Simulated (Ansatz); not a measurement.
Calculated with Ansatz (gas phase, PBE0-D4/def2-TZVP geometries, no zero-point term in ΔE). CBS: MP2 limit from def2 TZ/QZ plus the TZ coupled-cluster correction, frozen cores. This one scheme is used for every species, atoms too. DFT in def2-TZVPP. No spin–orbit coupling; open shells (•) take unrestricted orbitals. Spin–orbit coupling would lower the free atoms: a little for C, F.

Consider the atomization: `FC1=CN1` → 2 C• + F• + 2 H• + N•.

`FC1=CN1`:

```xyz
6

F     0.051    1.210   -1.517
C    -0.004    0.353   -0.548
C    -0.585   -0.587    0.072
N     0.895   -0.066    0.452
H    -1.166   -1.462    0.277
H     0.808    0.552    1.264
```

```json
{"level": "r2SCANh-D4", "ΔE (kJ/mol)": "2233.2"}
{"level": "BLYP", "ΔE (kJ/mol)": "2291.0"}
{"level": "MP2/def2-SVP", "ΔE (kJ/mol)": "2176.6"}
{"level": "SCS-MP2/def2-QZVPP", "ΔE (kJ/mol)": "2275.9"}
```

(1) What does CCSD(T)/CBS give? (Best estimate.)

Largest T1 diagnostic among the species: 0.013.

Answers

(1) The calculation gave: +2248.1 kJ/mol. The listed levels differ from it by -14.9, 42.9, -71.5, 27.8 kJ/mol.

At CCSD(T), def2-SVP lies −143.1 kJ/mol from the extrapolated value and def2-TZVPP −81.1 kJ/mol: correlation converges slowly with the basis, and small sets miss more of it in the bonded molecule than in its fragments. From PBE to PBE0 (25 % exact exchange), in def2-TZVPP and without D4, ΔE moves by −112.6 kJ/mol: exact exchange takes away binding that semilocal exchange gives to molecules. The D4 term adds +12.3 kJ/mol with B3LYP and +6.2 kJ/mol with PBE0; it sums over pairs of atoms, weighted by their polarisabilities, and B3LYP, whose exchange is more repulsive, gets the larger term.

B3LYP here is the variant with VWN-RPA as its local correlation; programs differ in this.

For atomizations the MP2-based limit and the directly extrapolated one differ by several kJ/mol either way, and by 10 to 25 for some Ge, Se and Sn compounds, so smaller differences from it don't rank the levels.
